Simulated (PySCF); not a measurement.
## Dipole moment and polarisability across levels of theory

Species: C₅H₇F.
Geometry (PBE0-D3(BJ)/def2-SVP, Å), atoms numbered from 1 in this order:
```xyz
13
C5H7F angstrom
F     -1.5423    2.3391   -0.1048
C     -0.7619    1.2741    0.0353
C      0.5458    1.2873    0.2946
C      1.0773   -0.1172    0.3100
C     -0.2001   -0.9868    0.3470
C     -1.3402   -0.0898   -0.1625
H      1.1455    2.1898    0.4206
H      1.6823   -0.3164   -0.5938
H      1.7377   -0.3187    1.1691
H     -0.0983   -1.9154   -0.2314
H     -0.4082   -1.2772    1.3881
H     -1.5705   -0.2532   -1.2311
H     -2.2859   -0.2257    0.3864
```

PySCF, dipoles from the SCF density, polarisabilities from static response with core orbitals frozen. One conformer (not necessarily the lowest) at the PBE0-D3(BJ)/def2-SVP geometry, without solvent, vibrations or thermal averaging.

Question: How do dipole and polarisability depend on functional and basis here?

Answer: 

```json
{"level": "LDA/def2-SVPD", "μ (D)": "1.653", "α (Å³)": "8.90", "anisotropy (Å³)": "2.87"}
{"level": "PBE/def2-SVPD", "μ (D)": "1.572", "α (Å³)": "8.82", "anisotropy (Å³)": "2.88"}
{"level": "B3LYP/def2-SVPD", "μ (D)": "1.685", "α (Å³)": "8.60", "anisotropy (Å³)": "2.78"}
{"level": "PBE0/def2-SVPD", "μ (D)": "1.684", "α (Å³)": "8.51", "anisotropy (Å³)": "2.76"}
{"level": "BHandHLYP/def2-SVPD", "μ (D)": "1.797", "α (Å³)": "8.33", "anisotropy (Å³)": "2.69"}
{"level": "CAM-B3LYP/def2-SVPD", "μ (D)": "1.744", "α (Å³)": "8.48", "anisotropy (Å³)": "2.72"}
{"level": "wB97X-D/def2-SVPD", "μ (D)": "1.718", "α (Å³)": "8.48", "anisotropy (Å³)": "2.70"}
{"level": "LC-wPBE/def2-SVPD", "μ (D)": "1.740", "α (Å³)": "8.29", "anisotropy (Å³)": "2.67"}
{"level": "HF/def2-SVPD", "μ (D)": "1.875", "α (Å³)": "8.11", "anisotropy (Å³)": "2.63"}
{"level": "PBE0/6-31G*", "μ (D)": "1.374", "α (Å³)": "7.24", "anisotropy (Å³)": "2.94"}
{"level": "PBE0/def2-SVP", "μ (D)": "1.475", "α (Å³)": "7.47", "anisotropy (Å³)": "2.85"}
{"level": "PBE0/6-31+G*", "μ (D)": "1.739", "α (Å³)": "8.13", "anisotropy (Å³)": "2.74"}
{"level": "PBE0/aug-cc-pVDZ", "μ (D)": "1.655", "α (Å³)": "8.72", "anisotropy (Å³)": "2.79"}
{"level": "PBE0/def2-TZVP", "μ (D)": "1.580", "α (Å³)": "8.37", "anisotropy (Å³)": "2.83"}
{"level": "PBE0/def2-TZVPD", "μ (D)": "1.635", "α (Å³)": "8.70", "anisotropy (Å³)": "2.79"}
```

The anisotropy is √(½[(α1 − α2)² + (α2 − α3)² + (α3 − α1)²]). The dipole runs from 1.37 D (PBE0/6-31G*) to 1.88 D (HF/def2-SVPD). No reference polarisability is at hand; against PBE0 in the largest diffuse basis at hand (def2-TZVPD) the other PBE0 rows deviate by 6-31G* -17%, def2-SVP -14%, 6-31+G* -7%, def2-SVPD -2%, aug-cc-pVDZ 0%, def2-TZVP -4%. In one basis (def2-SVPD) the functionals order the polarisability from HF (lowest) to LDA (highest), a spread of 10%. With PBE0 the polarisability is 7.69 Å³ without diffuse functions (mean of 6-31G*, def2-SVP and def2-TZVP) and 8.52 Å³ with them (mean of 6-31+G*, def2-SVPD, aug-cc-pVDZ and def2-TZVPD).
